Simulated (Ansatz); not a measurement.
Program: Ansatz. Geometries: PBE0-D4/def2-TZVP. ΔE: electronic, gas phase. CCSD(T)/CBS is the MP2 limit (def2-TZVPP, def2-QZVPP) plus CCSD(T) − MP2 in def2-TZVPP, frozen cores. This one scheme is used for every species, atoms too. Functionals use def2-TZVPP. B3LYP here is the variant with VWN-RPA as its local correlation; programs differ in this. HSE06 is defined as in plane-wave codes. No spin–orbit coupling; open shells (•) take unrestricted orbitals. Spin–orbit coupling would lower the free atoms: a little for C. Each species was taken in one conformer, which may not be the lowest.

`CCC1=NC1` → 4 C• + 7 H• + N•  (atomization)

```json
{"level": "LDA (SPW92)", "ΔE (kcal/mol)": "1342.3", "difference from CCSD(T)/CBS": "179.5"}
{"level": "B97M-V", "ΔE (kcal/mol)": "1168.7", "difference from CCSD(T)/CBS": "5.9"}
{"level": "B3LYP-D4", "ΔE (kcal/mol)": "1168.5", "difference from CCSD(T)/CBS": "5.7"}
{"level": "BHLYP-D4", "ΔE (kcal/mol)": "1129.8", "difference from CCSD(T)/CBS": "-33.0"}
{"level": "CAM-B3LYP-D4", "ΔE (kcal/mol)": "1171.6", "difference from CCSD(T)/CBS": "8.8"}
{"level": "ωB97X-V", "ΔE (kcal/mol)": "1169.1", "difference from CCSD(T)/CBS": "6.3"}
{"level": "revPBE", "ΔE (kcal/mol)": "1157.3", "difference from CCSD(T)/CBS": "-5.5"}
{"level": "r2SCANh", "ΔE (kcal/mol)": "1159.3", "difference from CCSD(T)/CBS": "-3.5"}
{"level": "HSE06", "ΔE (kcal/mol)": "1175.9", "difference from CCSD(T)/CBS": "13.1"}
{"level": "LC-ωPBE", "ΔE (kcal/mol)": "1169.7", "difference from CCSD(T)/CBS": "6.9"}
{"level": "HF/def2-SVP", "ΔE (kcal/mol)": "850.3", "difference from CCSD(T)/CBS": "-312.5"}
{"level": "CCSD/def2-TZVPP", "ΔE (kcal/mol)": "1115.2", "difference from CCSD(T)/CBS": "-47.6"}
{"level": "CCSD(T)/def2-TZVPP", "ΔE (kcal/mol)": "1134.4", "difference from CCSD(T)/CBS": "-28.4"}
{"level": "HF/def2-QZVPP", "ΔE (kcal/mol)": "837.7", "difference from CCSD(T)/CBS": "-325.1"}
{"level": "MP2/CBS(def2)", "ΔE (kcal/mol)": "1183.4", "difference from CCSD(T)/CBS": "20.6"}
{"level": "CCSD/CBS(def2)", "ΔE (kcal/mol)": "1143.6", "difference from CCSD(T)/CBS": "-19.2"}
{"level": "CCSD(T)/CBS", "ΔE (kcal/mol)": "1162.8", "difference from CCSD(T)/CBS": "0"}
```

Largest T1 diagnostic among the species: 0.011.

In def2-TZVPP, CCSD(T) changes the Hartree–Fock value by +298.1 kcal/mol (the triples alone add +19.2 kcal/mol) and MP2 by +318.7 kcal/mol; breaking electron pairs costs correlation energy, which Hartree–Fock lacks. The D4 term adds +7.5 kcal/mol with B3LYP and +4.0 kcal/mol with PBE0; it sums over pairs of atoms, weighted by their polarisabilities, and B3LYP, whose exchange is more repulsive, gets the larger term. At CCSD(T), def2-SVP lies −47.5 kcal/mol from the extrapolated value and def2-TZVPP −28.4 kcal/mol: correlation converges slowly with the basis, and small sets miss more of it in the bonded molecule than in its fragments.

For atomizations the MP2-based limit and the directly extrapolated one differ by several kJ/mol either way, and by 10 to 25 for some Ge, Se and Sn compounds, so smaller differences from it don't rank the levels.
